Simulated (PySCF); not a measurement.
C₂HF, SMILES C#CF, point group C∞v.

Level: B3LYP/pcJ-1 in PySCF (density fitting, grid level 2); geometry and Hessian at that level, cubic constants and property derivatives from steps of ±0.6 along each species' dimensionless normal coordinates, second-order vibrational perturbation theory. The parent has the commonest isotopes.

Equilibrium geometry (Å):

```csv
atom,x,y,z
C1,-0.6330,0.0670,-0.6697
C2,0.5445,-0.0469,-0.5211
F3,1.8088,-0.1693,-0.3613
H4,-1.6794,0.1683,-0.8017
```

(1) How much do zero-point and thermal motion change the parent's shieldings?

(2) And the bond lengths, in the parent and with ²H at 4?

(3) What are the dipole moments?

(4) How do the spin–spin couplings change (quoted for ¹H, ¹³C, ¹⁵N, ¹⁷O and so on whatever the masses)?

The study (115 SCF points, 91 basis functions) took 6 min on 1 thread of Intel Xeon Platinum 8488C, on a host shared with other jobs (rough), peak memory 0.47 GiB, launched as `OMP_NUM_THREADS=1 python ens_run.py task.json out`.

Answers

(1) 
```csv
atom,σe (ppm),"anharmonic part, 0 K","harmonic part, 0 K",Δσ at 0 K,Δσ at 200 K,Δσ at 300 K
C1,167.67,0.01,-3.37,-3.36,-3.58,-4.02
C2,85.82,-0.40,-3.11,-3.51,-3.64,-3.95
F3,395.46,-1.54,-7.37,-8.90,-9.19,-9.75
H4,30.73,0.21,-0.81,-0.60,-0.61,-0.63
```

(2) 
```
 bond  re (Å)  ⟨r⟩ at 0 K  between mean positions  ⟨r⟩, labelled
C1–C2  1.1923      1.1992                  1.1947         1.1988
C2–F3  1.2802      1.2859                  1.2827         1.2860
C1–H4  1.0596      1.0785                  1.0526         1.0732
```

(3) 0.659 D at equilibrium; averaged at 0 K: parent 0.659 D; ²H at 4 0.669 D; ¹³C at 2 0.658 D; ¹³C at 2, ²H at 4 0.668 D; ¹³C at 1 0.659 D; ¹³C at 1, ²H at 4 0.669 D. Measured: 0.73 D (NIST CCCBDB Release 22 (SRD 101), experimental dipoles).

(4) ¹J(C1,C2) 299.6 → 284.6, ²J(C1,F3) 30.1 → 30.6, ¹J(C1,H4) 299.6 → 304.8, ¹J(C2,F3) -386.7 → -404.5, ²J(C2,H4) 71.4 → 68.8, ³J(F3,H4) 16.9 → 15.9 Hz (equilibrium → 0 K average). Computed couplings to fluorine can be off by tens of per cent at such levels.
